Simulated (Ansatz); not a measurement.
**Molecular dynamics of C₂HSi, charge -1**

Input:

```yaml
crystal:
  periodic: [false, false, false]
  atoms:
    - { symbol: C, position_ang: [-0.239233, -0.968853, 0.599714] }
    - { symbol: Si, position_ang: [1.373033, 0.27558, 0.589897] }
    - { symbol: C, position_ang: [-0.204356, 0.138172, -0.249323] }
    - { symbol: H, position_ang: [-1.005705, 0.570633, -0.852745] }
total_charge: -1
basis:
  gaussian: { orbitals: def2-SVP }
hamiltonian:
  xc: hf
md:
  timestep: 3.0
  n_steps: 120
  ensemble: nvt_nose_hoover
  temperature: 300.0
  initial_velocities: maxwell_boltzmann
  seed: 946526
```

Command:

```bash
$ ansatz run input.yaml --threads 1 --pin off --max-ram 2048MiB --backend cpu --events-out ev --progress --plain --runs-dir out
```

It goes on from the last frame of an earlier run, with new velocities.

Output, in part (one step line in 5, the closing report, with atoms numbered from 0):

```
md step     0: t =     0.00 fs  T =   300.0 K  F+E_penalty+E_count = -9930.75887148 eV  E_kin = 0.077556 eV  conserved = -9930.68131548 eV  (36 SCF iters)
md step     5: t =    15.00 fs  T =   661.2 K  F+E_penalty+E_count = -9930.60786024 eV  E_kin = 0.170945 eV  conserved = -9930.43674401 eV  (34 SCF iters)
md step    10: t =    30.00 fs  T =   655.5 K  F+E_penalty+E_count = -9927.99826853 eV  E_kin = 0.169471 eV  conserved = -9927.76793779 eV  (28 SCF iters)
md step    15: t =    45.00 fs  T = 104077.9 K  F+E_penalty+E_count = -9921.89143503 eV  E_kin = 26.906211 eV  conserved = -9019.08257788 eV  (54 SCF iters)
md step    20: t =    60.00 fs  T =   989.7 K  F+E_penalty+E_count = -9925.81927332 eV  E_kin = 0.255863 eV  conserved = -9019.01150234 eV  (156 SCF iters)
md step    25: t =    75.00 fs  T =   166.1 K  F+E_penalty+E_count = -9926.37574251 eV  E_kin = 0.042938 eV  conserved = -9019.13739373 eV  (33 SCF iters)
md step    30: t =    90.00 fs  T =    71.5 K  F+E_penalty+E_count = -9926.45980352 eV  E_kin = 0.018475 eV  conserved = -9019.15407385 eV  (33 SCF iters)
md step    35: t =   105.00 fs  T =    42.2 K  F+E_penalty+E_count = -9926.48032681 eV  E_kin = 0.010905 eV  conserved = -9019.15775521 eV  (30 SCF iters)
md step    40: t =   120.00 fs  T =    21.7 K  F+E_penalty+E_count = -9926.48390737 eV  E_kin = 0.005617 eV  conserved = -9019.15808542 eV  (30 SCF iters)
md step    45: t =   135.00 fs  T =    11.8 K  F+E_penalty+E_count = -9926.48491236 eV  E_kin = 0.003055 eV  conserved = -9019.15811775 eV  (30 SCF iters)
md step    50: t =   150.00 fs  T =     6.5 K  F+E_penalty+E_count = -9926.48528954 eV  E_kin = 0.001679 eV  conserved = -9019.15809864 eV  (32 SCF iters)
md step    55: t =   165.00 fs  T =     3.9 K  F+E_penalty+E_count = -9926.48565607 eV  E_kin = 0.001009 eV  conserved = -9019.15808280 eV  (32 SCF iters)
md step    60: t =   180.00 fs  T =     2.9 K  F+E_penalty+E_count = -9926.48621717 eV  E_kin = 0.000760 eV  conserved = -9019.15809844 eV  (32 SCF iters)
md step    65: t =   195.00 fs  T =     2.9 K  F+E_penalty+E_count = -9926.48695515 eV  E_kin = 0.000746 eV  conserved = -9019.15811540 eV  (32 SCF iters)
md step    70: t =   210.00 fs  T =     3.6 K  F+E_penalty+E_count = -9926.48796500 eV  E_kin = 0.000926 eV  conserved = -9019.15813520 eV  (32 SCF iters)
md step    75: t =   225.00 fs  T =     4.9 K  F+E_penalty+E_count = -9926.48930045 eV  E_kin = 0.001265 eV  conserved = -9019.15815141 eV  (32 SCF iters)
md step    80: t =   240.00 fs  T =     7.0 K  F+E_penalty+E_count = -9926.49111645 eV  E_kin = 0.001816 eV  conserved = -9019.15816333 eV  (31 SCF iters)
md step    85: t =   255.00 fs  T =    10.1 K  F+E_penalty+E_count = -9926.49355827 eV  E_kin = 0.002611 eV  conserved = -9019.15817161 eV  (31 SCF iters)
md step    90: t =   270.00 fs  T =    14.6 K  F+E_penalty+E_count = -9926.49687672 eV  E_kin = 0.003766 eV  conserved = -9019.15817632 eV  (33 SCF iters)
md step    95: t =   285.00 fs  T =    20.6 K  F+E_penalty+E_count = -9926.50128388 eV  E_kin = 0.005337 eV  conserved = -9019.15817910 eV  (34 SCF iters)
md step   100: t =   300.00 fs  T =    28.7 K  F+E_penalty+E_count = -9926.50701824 eV  E_kin = 0.007420 eV  conserved = -9019.15818047 eV  (34 SCF iters)
md step   105: t =   315.00 fs  T =    38.5 K  F+E_penalty+E_count = -9926.51412557 eV  E_kin = 0.009943 eV  conserved = -9019.15818268 eV  (36 SCF iters)
md step   110: t =   330.00 fs  T =    48.8 K  F+E_penalty+E_count = -9926.52228339 eV  E_kin = 0.012621 eV  conserved = -9019.15818665 eV  (37 SCF iters)
md step   115: t =   345.00 fs  T =    57.6 K  F+E_penalty+E_count = -9926.53070081 eV  E_kin = 0.014886 eV  conserved = -9019.15819419 eV  (39 SCF iters)
md step   120: t =   360.00 fs  T =    60.8 K  F+E_penalty+E_count = -9926.53779246 eV  E_kin = 0.015706 eV  conserved = -9019.15820386 eV  (151 SCF iters)
Total energy: -9926.53779246 eV, -364.7935354238 hartree
Atom 0 at    -0.610962    -1.279444     0.556483 Å, force     0.032516     0.045413    -0.028196 eV/Å
Atom 1 at     1.736054     0.492776     0.644109 Å, force    -0.047612    -0.001860    -0.035390 eV/Å
Atom 2 at     0.350953    -0.454668     0.475082 Å, force     0.015199    -0.045475     0.064875 eV/Å
Atom 3 at   -13.307706     5.284073   -10.479860 Å, force    -0.000102     0.001922    -0.001290 eV/Å
Dipole moment:    12.999324    -4.153815     9.618441 e Å
```

The run went to its last step. The conserved energy changed by up to 230000 meV per atom, so the integration failed: the time step of 3 fs is too long for the fastest motions that this run met, and the later frames carry no physical meaning.

Parted: C1–Si2 2.04 → 2.94 Å, C3–H4 1.09 → 18.43 Å. It ends as C2Si + H (total charge -1). Pairs count as bonded within 1.25 times the sum of covalent radii (0.12 Å more for H–H).

Last frame:

```xyz
4
Properties=species:S:1:pos:R:3
C -0.611 -1.279 0.556
Si 1.736 0.493 0.644
C 0.351 -0.455 0.475
H -13.308 5.284 -10.480
```

The run took 31 s on 1 CPU thread of a shared host.
